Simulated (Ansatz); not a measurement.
What does this script print? It uses the Ansatz DFT code, driven from Python.

Input file `c4h2o2.xyz`:
```text
8

C     2.08760    0.59030   -0.03470
C     1.02580    0.02830   -0.05620
C    -0.24970   -0.65240   -0.08280
O    -0.29600   -1.86370   -0.26110
C    -1.55450    0.08300    0.10390
O    -1.59770    1.28920    0.28670
H     3.02920    1.08900   -0.01560
H    -2.44470   -0.56360    0.05970
```

`c4h2o2.py`:
```python
# -*- coding: utf-8 -*-
'''Single point of C4H2O2.'''

from dataclasses import dataclass
from pathlib import Path

import ansatz as az
import numpy as np


@dataclass(frozen=True)
class Options:
    basis_set: str = '6-31G*'
    functional: str = 'pbe'
    dispersion: str = 'd3bj'


cfg = Options()


def main():
    geometry = az.Crystal.molecule_from_extxyz('c4h2o2.xyz')

    base = geometry.calculation()
    base = base.basis(gaussian=cfg.basis_set)
    base = base.functional(cfg.functional, dispersion=cfg.dispersion)
    base = base.forces()
    base = base.orbitals()
    res = base.run(threads=1, runs_dir='runs')
    summary = res.report

    print(f'E = {summary["free_energy_ev"]:.6f} eV = {summary["free_energy_ev"] / 27.211386246:.7f} Ha')
    print('converged:', summary['converged'], ' doubts:', summary['published_state_doubts'] or 'none')

    state = summary['mean_field']['state']
    print(f'mean field: {state["energy"]["hartree"]:.7f} Ha, <S^2> = {abs(state["spin_squared"]):.4f}, stability: {state.get("stability", {}).get("kind")}')

    symbols = [site.symbol for site in geometry.cartesian_sites]
    print('forces (eV/A)')
    for symbol, f in zip(symbols, summary['forces_ev_ang']):
        print(f'  {symbol:2s} {f[0]:9.4f} {f[1]:9.4f} {f[2]:9.4f}')

    charges = summary['charge_distribution']
    dipole = np.array(charges['dipole_moment_e_ang']) * 4.803205
    print('dipole (D): {:.3f} {:.3f} {:.3f}, length {:.3f}'.format(*dipole, np.linalg.norm(dipole)))
    print('atom  Mulliken   Lowdin')
    for symbol, m, l in zip(symbols, charges['mulliken_charges_e'], charges['lowdin_charges_e']):
        print(f'{symbol:4s} {m:9.3f} {l:8.3f}')

    lines = Path(summary['orbitals_path']).read_text().splitlines()
    field_of = lambda key: [line.split('=')[1].strip() for line in lines if line.startswith(key)]
    orbitals = [(27.211386 * float(e), s, float(n)) for e, s, n in zip(field_of('Ene='), field_of('Spin='), field_of('Occup='))]
    homo = max(e for e, _, n in orbitals if n > 0.5)
    lumo = min(e for e, _, n in orbitals if n < 0.5)
    print(f'HOMO {homo:.3f} eV, LUMO {lumo:.3f} eV, gap {lumo - homo:.3f} eV')


if __name__ == '__main__':
    main()
```

Output of `python c4h2o2.py`:
```text
E = -8261.994095 eV = -303.6226828 Ha
converged: True  doubts: none
mean field: -303.6168790 Ha, <S^2> = 0.0000, stability: minimum
forces (eV/A)
  C     1.4958    0.7740    0.0276
  C    -2.1578   -0.4129    0.0655
  C     0.6597   -0.4146   -0.1011
  O    -0.1872   -0.9406   -0.1294
  C     0.4024    1.2533    0.1638
  O    -0.2157   -0.0137    0.0106
  H     0.3499    0.1506    0.0019
  H    -0.3472   -0.3961   -0.0388
dipole (D): 1.156 0.606 0.023, length 1.305
atom  Mulliken   Lowdin
C       -0.503   -0.084
C        0.455   -0.057
C        0.188   -0.107
O       -0.365    0.031
C        0.167   -0.081
O       -0.318    0.008
H        0.222    0.173
H        0.154    0.118
HOMO -5.956 eV, LUMO -4.048 eV, gap 1.908 eV
```

Reading the output:
- Total energies depend on the basis set; only differences at equal settings carry meaning.
- The geometry is a force-field or estimated start, not a minimum of this method, and the basis set is short of its limit.
- The Löwdin charges here are taken after orthogonalising the functions within each atom; they differ from plain Löwdin charges, and their signs can be unphysical.
- Levels such as HOMO and LUMO are orbital energies: with these approximate functionals they aren't the ionisation energy and electron affinity, and their gap isn't the fundamental gap.
- The orbitals are restricted, and with so small a gap a broken-symmetry state can lie lower.
- It ran for 2.7 s on 1 thread of Arm Neoverse V2 (shared host), peak memory 0.19 GiB.
